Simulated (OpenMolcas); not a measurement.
# A workflow on PH2 (SMILES [PH2])

Aim: the energy (UHF/pcseg-0), then a single-point energy (CASSCF(3,3)/pcseg-0), then the energy (CASPT2(3,3)/pcseg-0), then a single-point energy (SC-NEVPT2(3,3)/pcseg-0), then the energy (MRCI(3,3)/pcseg-0) of PH2. 

The results are computed with OpenMolcas 26.06.

## 1. The molecule

The species is PH2 (3 atoms), meant as a doublet with charge 0. As SMILES, `[PH2]`. The P1–H2 distance was set to 2.784 Å, away from the relaxed value. At this shape a bond of the SMILES string is far longer than usual.

Bond lengths: P1–H3 1.392 Å.

## 2. The energy at UHF/pcseg-0 (run 1)

Input file step1.input:

```
&GATEWAY
 BasLib
 $CurrDir
 Coord
 3
 bohr
 P      1.73366498    -3.08556938     0.62915975
 H      0.21072336     1.94142903     0.32582658
 H     -0.42147318    -3.88278814    -0.65165883
 Basis
 pcseg-0
 Group
 NoSym

&SEWARD

&SCF
 UHF
 Spin
 2
 Scramble
 0.25
 PrOrbitals
 1 1
```

The basis set pcseg-0 is read from a file made from the Basis Set Exchange's data (not shown).

Command:

```
$ export MOLCAS_MEM=1860
$ pymolcas step1.input > step1.log
```

Output, cut to the lines that bear on the results:

```text
--- Start Module: gateway ---
[...]
--- Stop Module: gateway /rc=_RC_ALL_IS_WELL_ ---
--- Start Module: seward ---
[...]
      Basis functions           17
--- Stop Module: seward /rc=_RC_ALL_IS_WELL_ ---
--- Start Module: scf ---
[...]
       Convergence after  18 Iterations
[...]
::    Total SCF energy                               -341.3420724249
[...]
      Total spin, S                                     0.8888753667
[...]
      Total electronic charge=   17.000000
      Total            charge=   -0.000000
[...]
      Dipole Moment (debye):
      Origin of the operator (angstrom)=    0.8580   -1.5644    0.3073
                   X= -8.7238E-01               Y= -4.5755E-01               Z= -5.3298E-01           Total=  1.1200E+00
      Quadrupole Moment (debye*angstrom):
[...]
--- Stop Module: scf /rc=_RC_ALL_IS_WELL_ ---
[...]
```

It took 1.8 s on 1 thread of Intel Xeon Platinum 8488C (Sapphire Rapids), shared host; peak memory 0.37 GiB.

## 3. A single-point energy at CASSCF(3,3)/pcseg-0 (run 2)

Input file step2.inp:

```
&GATEWAY
 BasLib=$CurrDir
 Coord
 3
 bohr
 P      1.73366498    -3.08556938     0.62915975
 H      0.21072336     1.94142903     0.32582658
 H     -0.42147318    -3.88278814    -0.65165883
 Basis=pcseg-0
 Group=NoSym

&SEWARD

&RASSCF
 FileOrb=$CurrDir/step1.UnaOrb
 Spin=2
 Nactel=3 0 0
 Inactive=7
 Ras2=3
 OrbListing=Nothing
 OrbAppear=Compact
```

The basis set pcseg-0 is read from a file made from the Basis Set Exchange's data (not shown).

Command:

```
$ export MOLCAS_MEM=1860
$ pymolcas step2.inp > step2.log
```

Output, cut to the lines that bear on the results:

```text
--- Start Module: gateway ---
[...]
--- Stop Module: gateway /rc=_RC_ALL_IS_WELL_ ---
--- Start Module: seward ---
[...]
      Basis functions           17
--- Stop Module: seward /rc=_RC_ALL_IS_WELL_ ---
--- Start Module: rasscf ---
[...]
      Number of active orbitals                  3
[...]
      Spin quantum number                      0.5
[...]
      Active orbitals                            3
[...]
      Number of CSFs                             8
[...]
      Number of root(s) required                 1
[...]
      Convergence after 10 iterations
[...]
      printout of CI-coefficients larger than  0.05 for root  1
      energy=    -341.346079
      conf/sym  111     Coeff  Weight
             1  2u0  -0.82277 0.67695
             4  udu  -0.28605 0.08183
             6  uud  -0.16515 0.02728
             8  0u2  -0.46255 0.21395
      Natural orbitals and occupation numbers for root  1
      sym 1:   1.462992   1.000000   0.537008
      ************************************************************************************************************************
      *                                                    Final results                                                     *
[...]
::    RASSCF root number  1 Total energy:   -341.34607868
[...]
      Total electronic charge=   17.000000
      Total            charge=   -0.000000
[...]
      Dipole Moment (debye):
      Origin of the operator (angstrom)=    0.8580   -1.5644    0.3073
                   X= -8.2047E-01               Y= -5.5552E-01               Z= -5.1474E-01           Total=  1.1166E+00
      Quadrupole Moment (debye*angstrom):
[...]
--- Stop Module: rasscf /rc=_RC_ALL_IS_WELL_ ---
[...]
```

Run time: 1.8 s. Hardware: 1 thread of Intel Xeon Platinum 8488C (Sapphire Rapids), shared host; peak memory 0.37 GiB.

## 4. The energy at CASPT2(3,3)/pcseg-0 (run 3)

Input file step3.input:

```
&gateway
 baslib=$CurrDir
 coord
 3
 bohr
 P      1.73366498    -3.08556938     0.62915975
 H      0.21072336     1.94142903     0.32582658
 H     -0.42147318    -3.88278814    -0.65165883
 basis=pcseg-0
 group=NoSym

&seward

&rasscf
 fileorb=$CurrDir/step2.RasOrb
 spin=2
 nactel=3 0 0
 inactive=7
 ras2=3
 orblisting=Nothing
 orbappear=Compact

&caspt2
 imaginary=0.1
 frozen=5
```

The basis set pcseg-0 is read from a file made from the Basis Set Exchange's data (not shown).

Command:

```
$ export MOLCAS_MEM=1860
$ pymolcas step3.input > step3.log
```

Output, cut to the lines that bear on the results:

```text
--- Start Module: gateway ---
[...]
--- Stop Module: gateway /rc=_RC_ALL_IS_WELL_ ---
[...]
      Basis functions           17
[...]
--- Start Module: rasscf ---
[...]
      Number of active orbitals                  3
[...]
      Spin quantum number                      0.5
[...]
      Active orbitals                            3
[...]
      Number of CSFs                             8
[...]
      Number of root(s) required                 1
[...]
      Convergence after  4 iterations
[...]
      printout of CI-coefficients larger than  0.05 for root  1
      energy=    -341.346079
      conf/sym  111     Coeff  Weight
             1  2u0  -0.82277 0.67695
             4  udu  -0.28605 0.08183
             6  uud  -0.16515 0.02728
             8  0u2  -0.46255 0.21395
      Natural orbitals and occupation numbers for root  1
      sym 1:   1.462992   1.000000   0.537008
      ************************************************************************************************************************
      *                                                    Final results                                                     *
[...]
::    RASSCF root number  1 Total energy:   -341.34607868
[...]
      Total electronic charge=   17.000000
      Total            charge=   -0.000000
[...]
      Dipole Moment (debye):
      Origin of the operator (angstrom)=    0.8580   -1.5644    0.3073
                   X= -8.2045E-01               Y= -5.5551E-01               Z= -5.1473E-01           Total=  1.1165E+00
      Quadrupole Moment (debye*angstrom):
[...]
--- Stop Module: rasscf /rc=_RC_ALL_IS_WELL_ ---
--- Start Module: caspt2 ---
[...]
 ###    WARNING: User changed nr of frozen orbitals.                         ###
 ###############################################################################
[...]
      E2 (Variational):          -0.0338923620
      Total energy:            -341.3799710455
[...]
      Reference weight:           0.98360
[...]
::    CASPT2 Root  1     Total energy:   -341.37997105
[...]
--- Stop Module: caspt2 /rc=_RC_ALL_IS_WELL_ ---
[...]
```

It took 1.7 s on 1 thread of Intel Xeon Platinum 8488C (Sapphire Rapids), shared host; peak memory 0.37 GiB.

## 5. A single-point energy at SC-NEVPT2(3,3)/pcseg-0 (run 4)

Input file step4.input:

```
&GATEWAY
 BASLIB
 $CurrDir
 COORD
 3
 bohr
 P      1.73366498    -3.08556938     0.62915975
 H      0.21072336     1.94142903     0.32582658
 H     -0.42147318    -3.88278814    -0.65165883
 BASIS
 pcseg-0
 GROUP
 NoSym

&SEWARD

&RASSCF
 FILEORB
 $CurrDir/step2.RasOrb
 SPIN
 2
 NACTEL
 3 0 0
 INACTIVE
 7
 RAS2
 3
 ORBLISTING
 Nothing
 ORBAPPEAR
 Compact

&CASPT2
 SC-NEVPT2
 FROZEN
 5
```

The basis set pcseg-0 is read from a file made from the Basis Set Exchange's data (not shown).

Command:

```
$ export MOLCAS_MEM=1860
$ pymolcas step4.input > step4.log
```

Output, cut to the lines that bear on the results:

```text
--- Start Module: gateway ---
[...]
--- Stop Module: gateway /rc=_RC_ALL_IS_WELL_ ---
[...]
      Basis functions           17
[...]
--- Start Module: rasscf ---
[...]
      Number of active orbitals                  3
[...]
      Spin quantum number                      0.5
[...]
      Active orbitals                            3
[...]
      Number of CSFs                             8
[...]
      Number of root(s) required                 1
[...]
      Convergence after  4 iterations
[...]
      printout of CI-coefficients larger than  0.05 for root  1
      energy=    -341.346079
      conf/sym  111     Coeff  Weight
             1  2u0  -0.82277 0.67695
             4  udu  -0.28605 0.08183
             6  uud  -0.16515 0.02728
             8  0u2  -0.46255 0.21395
      Natural orbitals and occupation numbers for root  1
      sym 1:   1.462992   1.000000   0.537008
      ************************************************************************************************************************
      *                                                    Final results                                                     *
[...]
::    RASSCF root number  1 Total energy:   -341.34607868
[...]
      Total electronic charge=   17.000000
      Total            charge=   -0.000000
[...]
      Dipole Moment (debye):
      Origin of the operator (angstrom)=    0.8580   -1.5644    0.3073
                   X= -8.2045E-01               Y= -5.5551E-01               Z= -5.1473E-01           Total=  1.1165E+00
      Quadrupole Moment (debye*angstrom):
[...]
--- Stop Module: rasscf /rc=_RC_ALL_IS_WELL_ ---
--- Start Module: caspt2 ---
[...]
 ###    WARNING: User changed nr of frozen orbitals.                         ###
 ###############################################################################
[...]
      E2 (Variational):          -0.0336400215
[...]
      E2 (Variational):          -0.0336173687
      Total energy:            -341.3796960521
[...]
      Reference weight:           0.98361
[...]
::    SC-NEVPT2 Root  1     Total energy:   -341.37969605
[...]
--- Stop Module: caspt2 /rc=_RC_ALL_IS_WELL_ ---
[...]
```

It took 1.7 s on 1 thread of Intel Xeon Platinum 8488C (Sapphire Rapids), shared host; peak memory 0.37 GiB.

## 6. A single-point energy at MRCI(3,3)/pcseg-0 (run 5)

Input file step5.input:

```
* H2P MRCI

&GATEWAY
 BasLib=$CurrDir
 Coord
 3
 bohr
 P      1.73366498    -3.08556938     0.62915975
 H      0.21072336     1.94142903     0.32582658
 H     -0.42147318    -3.88278814    -0.65165883
 Basis=pcseg-0
 Group=NoSym

&SEWARD

&RASSCF
 FileOrb=$CurrDir/step2.RasOrb
 Spin=2
 Nactel=3 0 0
 Inactive=7
 Ras2=3
 OrbListing=Nothing
 OrbAppear=Compact

&MOTRA
 LumOrb
 Frozen=5

&GUGA
 Electrons=7
 Spin=2
 Inactive=2
 Active=3
 CIAll=1

&MRCI
 SDCI
```

The basis set pcseg-0 is read from a file made from the Basis Set Exchange's data (not shown).

Command:

```
$ export MOLCAS_MEM=1860
$ pymolcas step5.input > step5.log
```

Output, cut to the lines that bear on the results:

```text
--- Start Module: gateway ---
[...]
--- Stop Module: gateway /rc=_RC_ALL_IS_WELL_ ---
[...]
      Basis functions           17
[...]
      Number of active orbitals                  3
[...]
      Spin quantum number                      0.5
[...]
      Active orbitals                            3
[...]
      Number of CSFs                             8
[...]
      Number of root(s) required                 1
[...]
      Convergence after  4 iterations
[...]
      printout of CI-coefficients larger than  0.05 for root  1
      energy=    -341.346079
      conf/sym  111     Coeff  Weight
             1  2u0  -0.82277 0.67695
             4  udu  -0.28605 0.08183
             6  uud  -0.16515 0.02728
             8  0u2  -0.46255 0.21395
      Natural orbitals and occupation numbers for root  1
      sym 1:   1.462992   1.000000   0.537008
      ************************************************************************************************************************
      *                                                    Final results                                                     *
[...]
::    RASSCF root number  1 Total energy:   -341.34607868
[...]
      Dipole Moment (debye):
      Origin of the operator (angstrom)=    0.8580   -1.5644    0.3073
                   X= -8.2045E-01               Y= -5.5551E-01               Z= -5.1473E-01           Total=  1.1165E+00
      Quadrupole Moment (debye*angstrom):
[...]
      *** WARNING: Default frozen orbitals is overwritten by user input.
      *** Default values:   5
[...]
--- Start Module: guga ---
[...]
--- Stop Module: guga /rc=_RC_ALL_IS_WELL_ ---
--- Start Module: mrci ---
[...]
       (But an ACPF correction will be computed)
       USE THE DEFAULT ACPF G-VALUE GFAC=  0.28571428571428570
[...]
                      CI ENERGY:  -341.39033864
[...]
                ACPF CORRECTION:    -0.00096033
[...]
      Total electronic charge=   17.000000
      Total            charge=   -0.000000
[...]
     ACPF CORRECTION:     -0.00096033
[...]
  CI State   1     Total energy:   -341.39033864     QDav:     -0.00135623     QACPF:     -0.00096033
[...]
--- Stop Module: mrci /rc=_RC_ALL_IS_WELL_ ---
[...]
```

Wall time 1.8 s (1 thread of Intel Xeon Platinum 8488C (Sapphire Rapids), shared host); peak memory 0.37 GiB.

## 7. Summary of results

```
                                                     quantity          value
                             run 1, UHF/pcseg-0: total energy  -341.34207 Eh
                            run 1, UHF/pcseg-0: dipole moment         1.12 D
       run 1, UHF/pcseg-0: HOMO energy (highest over α and β)      -10.61 eV
        run 1, UHF/pcseg-0: LUMO energy (lowest over α and β)        1.48 eV
                                     run 1, UHF/pcseg-0: ⟨S²⟩          1.679
                     run 2, CASSCF(3,3)/pcseg-0: total energy  -341.34608 Eh
   run 2, CASSCF(3,3)/pcseg-0: dipole moment (CASSCF density)         1.12 D
                     run 3, CASPT2(3,3)/pcseg-0: total energy  -341.37997 Eh
   run 3, CASPT2(3,3)/pcseg-0: dipole moment (CASSCF density)         1.12 D
                  run 4, SC-NEVPT2(3,3)/pcseg-0: total energy  -341.37970 Eh
run 4, SC-NEVPT2(3,3)/pcseg-0: dipole moment (CASSCF density)         1.12 D
                       run 5, MRCI(3,3)/pcseg-0: total energy  -341.39034 Eh
     run 5, MRCI(3,3)/pcseg-0: dipole moment (CASSCF density)         1.12 D
```

In words: ⟨S²⟩ (run 1, UHF/pcseg-0) is 1.68 where a pure doublet has 0.75: the reference is spin-contaminated.
